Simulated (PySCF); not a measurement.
Geometry:
| atom | x (Å) | y (Å) | z (Å) |
| --- | --- | --- | --- |
| Si1 | -0.736 | 0.056 | 0.002 |
| P2 | 1.422 | 0.211 | -0.629 |
| H3 | -1.447 | -0.788 | -0.994 |
| H4 | -0.929 | -0.530 | 1.354 |
| H5 | -1.320 | 1.422 | -0.018 |
| H6 | 1.728 | -1.120 | -0.236 |
| H7 | 1.842 | 0.764 | 0.610 |

All values are calculated (PySCF 2.14): structure optimised with PBE0-D3(BJ)/def2-TZVP, PBE0/pcSseg-2 with gauge-including orbitals. No relativistic terms, fast rotation and ring inversion assumed for equivalent nuclei, single conformer, in vacuum.

Scale: 1H, 29Si vs TMS; H3PO4 for 31P (reference shieldings calculated alike).

```json
{"atoms": "H6/H7", "nucleus": "1H", "count": "2", "Hirshfeld charge": "-0.01", "δ (ppm)": "1.79"}
{"atoms": "P2", "nucleus": "31P", "count": "1", "Hirshfeld charge": "-0.01", "δ (ppm)": "-296.1"}
{"atoms": "H3/H4/H5", "nucleus": "1H", "count": "3", "Hirshfeld charge": "-0.07", "δ (ppm)": "?"}
{"atoms": "Si1", "nucleus": "29Si", "count": "1", "Hirshfeld charge": "0.25", "δ (ppm)": "?"}
```

Estimate the values marked ?.

Results:


- H3/H4/H5: 4.27 ppm, hydrogen on a silicon bonded to P
- Si1: -79.3 ppm, silicon bonded to P, 3 H

Experimental scales use liquid or dissolved standards, which lie at an offset from isolated H3PO4.
